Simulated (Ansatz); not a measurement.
# Cost against result

The pair of HCl (SMILES Cl, atoms 1–2) and SiH3F (SMILES [SiH3]F, atoms 3–7), both closed shells, in one local arrangement (a lower one may exist), relaxed at PBE0-D4/def2-TZVP:

Cl1  (-0.256, 0.356, -3.236)
H2  (0.377, 0.327, -2.119)
Si3  (-0.056, -0.147, 1.113)
F4  (0.870, 0.167, -0.169)
H5  (0.820, -0.135, 2.306)
H6  (-0.669, -1.479, 0.911)
H7  (-1.087, 0.911, 1.194)
(Å)

Interaction energies are counterpoise-corrected; the time is that of the whole pair.

Ansatz 0.2.0; basis: as named in each row; cores frozen in the correlated methods. B3LYP uses VWN-RPA correlation. Extrapolation: Hartree–Fock as exp(−7.88 √X), correlation as X^−2.97.

Times are rough, for one single point on 2 threads of a shared host (Arm Neoverse V2).

The estimate by CCSD(T) at an estimated basis limit (MP2 extrapolated from triple and quadruple zeta, plus CCSD(T) − MP2 in triple zeta) is -12.0 kJ/mol.

```csv
method,basis,time (s),interaction energy (kJ/mol),method less estimate
HF,STO-3G,under 1,-9.1,2.9
PBE-D4,STO-3G,under 1,-23.0,-11.0
SPW92,def2-SVP,under 1,-18.9,-6.9
PBE-D4,def2-SVP,under 1,-13.6,-1.6
B3LYP-D4,6-31G,under 1,-21.7,-9.8
PBE0-D4,def2-SVP,under 1,-14.3,-2.3
CCSD(T),def2-SVP,under 1,-8.2,3.8
PBE-D4,def2-TZVPPD,2,-12.7,-0.8
revPBE-D4,def2-TZVPPD,2,-10.4,1.6
BLYP-D4,def2-TZVPPD,2,-11.8,0.2
PBE0-D4,def2-TZVPPD,2,-12.8,-0.8
HSE06-D4,def2-TZVPPD,2,-12.8,-0.8
B3LYP-D4,def2-TZVPPD,3,-12.8,-0.8
wB97M-V,def2-SVP,3,-12.4,-0.4
r2SCAN-D4,def2-TZVPPD,4,-12.4,-0.4
B2PLYP,def2-TZVPPD,4,-9.9,2.1
wB97X-V,def2-TZVPPD,7,-11.8,0.2
B97M-V,def2-TZVPPD,8,-11.8,0.2
wB97M-V,def2-TZVPPD,8,-11.4,0.6
MP2,def2-QZVPPD,11,-11.9,0.1
CCSD(T),def2-TZVPPD,47,-10.6,1.4
```

No T1 diagnostic of these runs exceeds 0.012.
